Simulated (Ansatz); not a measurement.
Consider the interaction energy of a dimer with the counterpoise correction of Cl2 (the Ansatz DFT code, driven from Python).

`cl2.py`:
```python
'''Binding of a Cl2 dimer at a trial geometry.'''

import logging
import sys

import ansatz as az

logging.basicConfig(stream=sys.stdout, format='%(levelname)s:%(name)s:%(message)s')
log = logging.getLogger('calc')
log.setLevel(logging.INFO)

FIRST = [
    ('Cl', (0.8599, -0.2863, 0.4409)),
    ('Cl', (-0.8599, 0.2863, -0.4409)),
]
SECOND = [
    ('Cl', (2.3917, 0.5623, -1.7569)),
    ('Cl', (3.5596, 2.0785, -1.1246)),
]

def energy(atoms, ghosts=()):
    molecule = az.Crystal.molecule()
    for symbol, xyz in atoms:
        molecule = molecule.atom(symbol, xyz)
    calc = (
        molecule.calculation()
        .basis(gaussian='def2-SVPD')  # atom-centred Gaussian functions
        .correlation('mp2')  # correlation on top of the mean field
    )
    deck = calc.input()
    if ghosts:
        deck = deck.set(az.key.basis.gaussian.ghost_atoms, [{'symbol': s, 'position_ang': list(xyz)} for s, xyz in ghosts])
    return az.Session.from_dict(deck).plan().execute().report['free_energy_ev']


def main() -> None:
    # ghost atoms carry the functions of the partner
    both = energy(FIRST + SECOND)
    alone = energy(FIRST) + energy(SECOND)
    ghosted = energy(FIRST, SECOND) + energy(SECOND, FIRST)
    log.info(f'dimer {both:.6f} eV')
    log.info(f'interaction, uncorrected   {(both - alone):8.3f} eV')
    log.info(f'interaction, counterpoise  {(both - ghosted):8.3f} eV')
    log.info(f'basis-set superposition    {(alone - ghosted):8.3f} eV')


if __name__ == '__main__':
    main()
```

How large is the interaction at this pose, and how much of it is basis-set superposition?

Uncorrected it is 0.267 eV, with the counterpoise correction 0.411 eV; the difference, 0.14 eV, is the superposition error. In this basis both values are repulsive.

What the script printed:

```console
$ python cl2.py
INFO:calc:dimer -50012.130890 eV
INFO:calc:interaction, uncorrected      0.267 eV
INFO:calc:interaction, counterpoise     0.411 eV
INFO:calc:basis-set superposition       0.144 eV
```

Notes:
- Total energies depend on the basis set; only differences at equal settings carry meaning.
- The dimer is a generated trial pose of unrelaxed monomers, not a minimum, so the figure is no binding energy, and the basis set is small.
- Finished in 5.2 s on 1 thread of Arm Neoverse V1, on a shared host, peak memory 0.26 GiB.
